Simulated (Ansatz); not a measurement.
Trigonal Te was calculated with r²SCAN+rVV10 (Ansatz, a quantum-chemistry and plane-wave program, PAW).

Numerical settings: plane-wave cutoff 560 eV, 12×12×6 k mesh (along the axes of the cell as run), Fermi–Dirac smearing 0.01 eV, scalar-relativistic PAW data made under PBE.

Response to compression and expansion:

Shape and atoms are relaxed at each volume.

```tsv
V (Å³/atom)	P (GPa)	direct gap at Γ (eV)	smallest gap on the k mesh (eV)	c (Å)
32.935	0.97	2.088	0.227	5.957
33.621	0.42	2.030	0.290	5.950
34.307	-0.02	1.974	0.348	5.948
34.993	-0.38	1.936	0.414	5.940
35.680	-0.68	1.908	0.481	5.931
```

The fundamental gap (0.35 eV at the equilibrium volume, with added k points) lies elsewhere than Γ–Γ.

Measured, for comparison: band gap 0.33 eV (temperature not stated, no zero-point or thermal correction, compiled measured gap; kind and temperature not stated; as tabulated in Kothakonda et al. (2022), arXiv:2208.02841).

Note: the bulk modulus comes from volumes at which shape and atoms were relaxed.

Spin–orbit coupling is not included; with these elements it can move the gap by several tenths of an eV or more.
